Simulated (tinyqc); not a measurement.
Worked calculation: extended Hueckel theory, for H2O+. The parameters take no account of the charge, which enters only through the electron count. One step of it, computed by the program tinyqc.

Task: Orbitals. Solve H C = S C e through S^(-1/2); fill by pairs from the bottom, a degenerate level sharing its electrons equally; each orbital has its largest coefficient positive (the first on a tie).

H (eV), order 1O 2s, 1O 2px, 1O 2py, 1O 2pz, 2H 1s, 3H 1s:
```
[[-32.300000, 0.000000, 0.000000, 0.000000, -19.149307, -19.149307],
 [0.000000, -14.800000, 0.000000, 0.000000, 0.000000, 0.000000],
 [0.000000, 0.000000, -14.800000, 0.000000, -8.040549, 8.040549],
 [0.000000, 0.000000, 0.000000, -14.800000, -5.923490, -5.923490],
 [-19.149307, 0.000000, -8.040549, -5.923490, -13.600000, -5.468625],
 [-19.149307, 0.000000, 8.040549, -5.923490, -5.468625, -13.600000]]
```

overlap S, order 1O 2s, 1O 2px, 1O 2py, 1O 2pz, 2H 1s, 3H 1s:
```
[[1.000000, 0.000000, 0.000000, 0.000000, 0.476796, 0.476796],
 [0.000000, 1.000000, 0.000000, 0.000000, 0.000000, 0.000000],
 [0.000000, 0.000000, 1.000000, 0.000000, 0.323563, -0.323563],
 [0.000000, 0.000000, 0.000000, 1.000000, 0.238370, 0.238370],
 [0.476796, 0.000000, 0.323563, 0.238370, 1.000000, 0.229774],
 [0.476796, 0.000000, -0.323563, 0.238370, 0.229774, 1.000000]]
```

valence electrons = 7

Give: orbital energies; occupations; coefficients; sum of one-electron energies.

Result:

orbital energies (eV): [-33.2989, -17.1975, -15.4172, -14.8000, 0.9286, 11.7948]

occupations: [2.0000, 2.0000, 2.0000, 1.0000, 0.0000, 0.0000]

coefficients, order 1O 2s, 1O 2px, 1O 2py, 1O 2pz, 2H 1s, 3H 1s:
```
[[0.8624, 0.0000, -0.1778, 0.0000, 0.0000, 0.9550],
 [0.0000, 0.0000, 0.0000, 1.0000, 0.0000, 0.0000],
 [0.0000, 0.7093, 0.0000, 0.0000, 0.9329, 0.0000],
 [-0.0287, 0.0000, 0.9270, 0.0000, 0.0000, 0.5583],
 [0.1316, 0.3434, 0.1272, 0.0000, -0.8795, -0.8499],
 [0.1316, -0.3434, 0.1272, 0.0000, 0.8795, -0.8499]]
```

sum of one-electron energies = -146.6272 eV
